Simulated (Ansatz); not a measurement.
Born–Oppenheimer molecular dynamics of AlH7Si (9 atoms, charge 0, multiplicity 1). It starts at the highest image of a converged band, a first-order saddle point between two minima.

All numbers below come from RKS PBE0-D4/6-31G* in Ansatz 0.2.0.

```yaml
ensemble: NVE (velocity Verlet)
time_step: 0.5 fs
steps_asked: 200
starting_velocities_drawn_for: 300 K
seed: 2366
```

Frames 2.5 fs apart, positions in Å, forces in eV/Å.

Velocities at 50 fs (Å/ps):

```
Al -0.94 9.03 -6.51
H -5.88 5.93 -20.91
H 9.54 38.53 46.04
H 6.64 10.94 52.74
Si 0.54 -9.62 5.69
H 4.75 -11.70 -5.11
H 5.62 -16.57 -26.82
H -17.93 -18.28 -19.35
H 7.29 17.34 -10.64
```

```xyz
9
Properties=species:S:1:pos:R:3:forces:R:3 time_fs=50 energy_less_start_eV=-0.599 T=963
Al -0.133 0.220 -0.092 1.25 0.12 -0.52
H 0.158 1.737 0.336 -0.22 -0.06 0.16
H 1.207 -0.362 -0.959 -1.07 0.11 0.50
H -1.510 -0.488 0.250 -0.09 -0.01 -0.21
Si 0.155 -2.869 1.099 0.41 -2.39 -0.72
H 0.020 -2.645 -0.342 -0.08 -0.19 -0.41
H 1.358 -3.718 1.383 0.08 0.41 -0.06
H -0.925 -3.746 1.606 -0.41 0.41 0.17
H 0.282 -1.565 1.621 0.13 1.61 1.08
9
Properties=species:S:1:pos:R:3:forces:R:3 time_fs=52.5 energy_less_start_eV=-0.635 T=1001
Al -0.134 0.243 -0.109 0.38 0.24 0.28
H 0.136 1.753 0.288 -0.26 0.26 0.16
H 1.203 -0.267 -0.834 -0.38 -0.39 -0.12
H -1.494 -0.461 0.373 0.08 0.06 -0.43
Si 0.157 -2.895 1.113 0.22 -0.76 -0.83
H 0.030 -2.679 -0.361 -0.07 -0.15 0.14
H 1.374 -3.747 1.316 -0.01 0.38 0.16
H -0.978 -3.777 1.563 0.04 0.66 0.18
H 0.303 -1.490 1.622 -0.02 -0.29 0.46
9
Properties=species:S:1:pos:R:3:forces:R:3 time_fs=55 energy_less_start_eV=-0.408 T=751
Al -0.134 0.266 -0.125 -0.88 0.61 1.18
H 0.099 1.783 0.250 -0.29 0.39 0.09
H 1.180 -0.195 -0.717 0.77 -0.93 -0.78
H -1.475 -0.430 0.471 0.19 0.09 -0.62
Si 0.159 -2.922 1.124 0.08 0.60 -0.96
H 0.035 -2.723 -0.374 -0.07 -0.05 0.48
H 1.389 -3.754 1.259 0.02 0.20 0.36
H -1.029 -3.769 1.531 0.30 0.64 0.25
H 0.323 -1.429 1.651 -0.13 -1.56 0.00
9
Properties=species:S:1:pos:R:3:forces:R:3 time_fs=57.5 energy_less_start_eV=-0.352 T=691
Al -0.137 0.291 -0.138 -1.03 0.92 1.45
H 0.045 1.836 0.217 -0.29 0.21 -0.08
H 1.198 -0.176 -0.643 0.99 -0.98 -0.83
H -1.444 -0.394 0.533 0.14 0.02 -0.67
Si 0.161 -2.949 1.134 0.13 1.12 -0.96
H 0.037 -2.769 -0.361 -0.08 0.08 0.34
H 1.406 -3.750 1.223 0.05 -0.03 0.49
H -1.063 -3.725 1.514 0.24 0.33 0.39
H 0.336 -1.455 1.681 -0.15 -1.67 -0.12
9
Properties=species:S:1:pos:R:3:forces:R:3 time_fs=60 energy_less_start_eV=-0.536 T=892
Al -0.141 0.318 -0.148 0.23 0.92 1.05
H -0.027 1.900 0.179 -0.21 -0.13 -0.26
H 1.269 -0.213 -0.617 -0.08 -0.46 -0.37
H -1.406 -0.358 0.555 -0.07 -0.18 -0.53
Si 0.164 -2.974 1.141 0.32 0.57 -0.91
H 0.033 -2.811 -0.329 -0.11 0.19 -0.13
H 1.425 -3.747 1.216 -0.01 -0.20 0.52
H -1.085 -3.662 1.520 -0.02 -0.10 0.51
H 0.340 -1.576 1.706 -0.05 -0.62 0.13
9
Properties=species:S:1:pos:R:3:forces:R:3 time_fs=62.5 energy_less_start_eV=-0.494 T=847
Al -0.145 0.346 -0.156 1.33 0.79 0.58
H -0.110 1.957 0.125 -0.07 -0.36 -0.36
H 1.336 -0.278 -0.613 -1.00 0.11 -0.01
H -1.373 -0.332 0.546 -0.34 -0.39 -0.30
Si 0.167 -2.997 1.147 0.23 -1.15 -1.19
H 0.023 -2.841 -0.304 -0.11 0.24 -0.48
H 1.444 -3.755 1.239 -0.18 -0.29 0.45
H -1.106 -3.603 1.556 -0.09 -0.38 0.48
H 0.342 -1.728 1.741 0.22 1.43 0.83
9
Properties=species:S:1:pos:R:3:forces:R:3 time_fs=65 energy_less_start_eV=-0.502 T=856
Al -0.145 0.377 -0.163 1.54 0.49 0.32
H -0.198 1.994 0.051 0.07 -0.37 -0.34
H 1.347 -0.336 -0.612 -1.26 0.46 0.12
H -1.358 -0.330 0.519 -0.41 -0.45 -0.17
Si 0.171 -3.023 1.150 -0.07 -1.34 -0.98
H 0.007 -2.858 -0.305 -0.04 0.22 -0.28
H 1.452 -3.781 1.289 -0.34 -0.31 0.29
H -1.130 -3.566 1.619 0.20 -0.41 0.24
H 0.356 -1.804 1.822 0.29 1.71 0.80
9
Properties=species:S:1:pos:R:3:forces:R:3 time_fs=67.5 energy_less_start_eV=-0.669 T=1039
Al -0.143 0.408 -0.169 0.88 0.00 0.32
H -0.282 2.009 -0.044 0.18 -0.17 -0.26
H 1.284 -0.368 -0.604 -0.93 0.53 0.08
H -1.367 -0.352 0.481 -0.17 -0.25 -0.20
Si 0.175 -3.051 1.151 -0.22 0.40 0.26
H -0.010 -2.861 -0.321 0.07 0.13 0.21
H 1.440 -3.826 1.356 -0.39 -0.28 0.08
H -1.142 -3.553 1.696 0.54 -0.32 -0.09
H 0.386 -1.788 1.945 0.05 -0.04 -0.40
9
Properties=species:S:1:pos:R:3:forces:R:3 time_fs=70 energy_less_start_eV=-0.641 T=1008
Al -0.139 0.440 -0.174 -0.43 -0.28 0.49
H -0.355 2.015 -0.154 0.23 0.09 -0.16
H 1.169 -0.371 -0.592 0.01 0.21 -0.14
H -1.385 -0.390 0.431 0.15 0.06 -0.24
Si 0.178 -3.079 1.153 -0.24 1.40 1.21
H -0.024 -2.857 -0.326 0.16 0.03 0.47
H 1.406 -3.887 1.427 -0.31 -0.24 -0.12
H -1.123 -3.559 1.768 0.55 -0.26 -0.31
H 0.418 -1.771 2.046 -0.11 -1.01 -1.20
9
Properties=species:S:1:pos:R:3:forces:R:3 time_fs=72.5 energy_less_start_eV=-0.558 T=918
Al -0.136 0.471 -0.178 -1.81 -0.07 0.61
H -0.415 2.025 -0.274 0.27 0.19 -0.06
H 1.056 -0.362 -0.588 1.19 -0.38 -0.43
H -1.396 -0.423 0.367 0.31 0.32 -0.17
Si 0.181 -3.103 1.157 -0.02 1.46 1.67
H -0.028 -2.850 -0.304 0.17 -0.03 0.31
H 1.353 -3.962 1.492 -0.14 -0.19 -0.30
H -1.074 -3.581 1.823 0.15 -0.29 -0.34
H 0.445 -1.809 2.079 -0.12 -1.01 -1.31
9
Properties=species:S:1:pos:R:3:forces:R:3 time_fs=75 energy_less_start_eV=-0.588 T=950
Al -0.136 0.502 -0.181 -2.00 -0.01 0.28
H -0.458 2.046 -0.397 0.32 0.07 0.07
H 1.010 -0.373 -0.609 1.40 -0.40 -0.40
H -1.389 -0.439 0.293 0.26 0.40 0.02
Si 0.183 -3.125 1.165 0.26 0.58 1.55
H -0.022 -2.845 -0.266 0.10 -0.05 -0.17
H 1.292 -4.049 1.539 0.03 -0.12 -0.44
H -1.017 -3.620 1.857 -0.43 -0.33 -0.21
H 0.466 -1.904 2.037 0.05 -0.14 -0.71
9
Properties=species:S:1:pos:R:3:forces:R:3 time_fs=77.5 energy_less_start_eV=-0.540 T=897
Al -0.141 0.532 -0.183 -0.93 -0.44 -0.53
H -0.482 2.070 -0.516 0.37 -0.13 0.23
H 1.041 -0.405 -0.651 0.53 0.33 0.03
H -1.367 -0.431 0.222 0.02 0.30 0.26
Si 0.187 -3.145 1.175 0.03 -1.32 0.64
H -0.011 -2.843 -0.236 0.02 -0.09 -0.48
H 1.232 -4.142 1.560 0.15 0.02 -0.52
H -0.984 -3.679 1.879 -0.67 -0.20 -0.18
H 0.491 -2.002 1.956 0.47 1.54 0.56
```

Of the whole run (100 fs, mean temperature of the second half 907 K): The conserved energy stayed within 0.27 meV per atom of its start (net change 0.11 meV per atom), so the integration is sound. The kinetic energy rose, since the run started high on the potential surface and went downhill. It ends in pieces (AlH3 + H4Si), so much of that is their flight and rotation, not heat. A run of 0.1 ps of so small a system gives no equilibrium averages. The orbitals stay closed-shell, which can raise the energy where a bond breaks towards radicals; this wasn't checked here.

Time of the run: 6.3 min on 1 thread of Arm Neoverse V1 (shared host), peak memory 0.098 GiB.
